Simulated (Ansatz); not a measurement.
A calculation with Ansatz (development build ahead of 0.2.0).

```yaml
crystal:
  periodic: [false, false, false]
  atoms:
    - { symbol: P, position_ang: [0.0, 0.0, -0.91585] }
    - { symbol: S, position_ang: [0.0, 0.0, 0.91585] }
basis:
  gaussian: { orbitals: def2-SVP }
total_charge: 1
hamiltonian:
  xc: hf
correlation:
  method: ccsd_t
  frozen_orbitals: { P: 5, S: 5 }
scf:
  omitted_lower_state_checks: [stability, starts, atomic_configurations, cluster_reference, orbital_swaps, given_window_search, neighbouring_geometries, increment]
```

The input is written out in the form of the current development build from the run's settings.

Results

* Converged: yes
* Reference energy: -737.73414 hartree
* Correlation energy: -0.26719 hartree
* Total energy: -738.00134 hartree
